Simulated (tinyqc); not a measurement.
Inside a calculation. Method: RHF in the sto-6g basis, for H2O, spin multiplicity 1. One step of it, computed by the program tinyqc.

Question. Iteration 1: diagonalisation and new density. Diagonalise F' = X^T F X, C = X C', fill 5 alpha and 5 beta electrons from the bottom; D = 2 C_occ C_occ^T. Each column has its largest component positive (the first on a tie).

Fock matrix F (hartree):
```
             1O 1s      1O 2s     1O 2px     1O 2py     1O 2pz      2H 1s      3H 1s
1O 1s   -20.075634  -4.897648   0.000000  -0.002826  -0.028662  -1.114231  -0.933564
1O 2s    -4.897648  -2.060576   0.000000  -0.012997  -0.135208  -0.922979  -0.818879
1O 2px    0.000000   0.000000  -0.156516   0.000000   0.000000   0.000000   0.000000
1O 2py   -0.002826  -0.012997   0.000000  -0.223674  -0.007426  -0.369937   0.349285
1O 2pz   -0.028662  -0.135208   0.000000  -0.007426  -0.203066  -0.282072  -0.262414
2H 1s    -1.114231  -0.922979   0.000000  -0.369937  -0.282072  -0.473895  -0.309130
3H 1s    -0.933564  -0.818879   0.000000   0.349285  -0.262414  -0.309130  -0.397534
```

X:
```
            1O 1s      1O 2s    1O 2px     1O 2py     1O 2pz      2H 1s      3H 1s
1O 1s    1.022646  -0.136173  0.000000  -0.001091  -0.007655   0.020025   0.018178
1O 2s   -0.136173   1.206521  0.000000   0.017538   0.086069  -0.290602  -0.240445
1O 2px   0.000000   0.000000  1.000000   0.000000   0.000000   0.000000   0.000000
1O 2py  -0.001091   0.017538  0.000000   1.102506   0.007041  -0.225562   0.200076
1O 2pz  -0.007655   0.086069  0.000000   0.007041   1.039913  -0.133003  -0.114253
2H 1s    0.020025  -0.290602  0.000000  -0.225562  -0.133003   1.192130  -0.066822
3H 1s    0.018178  -0.240445  0.000000   0.200076  -0.114253  -0.066822   1.149196
```

Give: F' = X^T F X; orbital energies; coefficients C; D after iteration 1.

Answer.

F' = X^T F X (hartree):
```
         1       2       3       4       5       6       7
1  -19.741  -2.531   0.000  -0.004  -0.044  -0.179  -0.129
2   -2.531  -0.899   0.000   0.020   0.052  -0.537  -0.458
3    0.000   0.000  -0.157   0.000   0.000   0.000   0.000
4   -0.004   0.020   0.000   0.055   0.008  -0.455   0.421
5   -0.044   0.052   0.000   0.008  -0.103  -0.265  -0.234
6   -0.179  -0.537   0.000  -0.455  -0.265   0.073  -0.111
7   -0.129  -0.458   0.000   0.421  -0.234  -0.111   0.042
```

orbital energies (hartree): MO1 -20.080, MO2 -1.051, MO3 -0.510, MO4 -0.235, MO5 -0.157, MO6 0.552, MO7 0.751

coefficients C:
```
           MO1     MO2     MO3     MO4    MO5     MO6     MO7
1O 1s    0.996  -0.208   0.006   0.099  0.000   0.133   0.045
1O 2s    0.018   0.753  -0.038  -0.497  0.000  -0.843  -0.312
1O 2px   0.000   0.000   0.000   0.000  1.000   0.000   0.000
1O 2py   0.000   0.013   0.612  -0.002  0.000   0.260  -0.930
1O 2pz   0.003   0.142   0.003   0.836  0.000  -0.604  -0.192
2H 1s   -0.005   0.244   0.421   0.199  0.000   0.538   1.007
3H 1s   -0.004   0.211  -0.443   0.210  0.000   0.937  -0.523
```

D after iteration 1:
```
         1O 1s   1O 2s  1O 2px  1O 2py  1O 2pz   2H 1s   3H 1s
1O 1s    2.091  -0.377   0.000   0.003   0.113  -0.065  -0.059
1O 2s   -0.377   1.631   0.000  -0.025  -0.617   0.137   0.143
1O 2px   0.000   0.000   2.000   0.000   0.000   0.000   0.000
1O 2py   0.003  -0.025   0.000   0.749   0.003   0.520  -0.538
1O 2pz   0.113  -0.617   0.000   0.003   1.437   0.404   0.409
2H 1s   -0.065   0.137   0.000   0.520   0.404   0.552  -0.186
3H 1s   -0.059   0.143   0.000  -0.538   0.409  -0.186   0.571
```
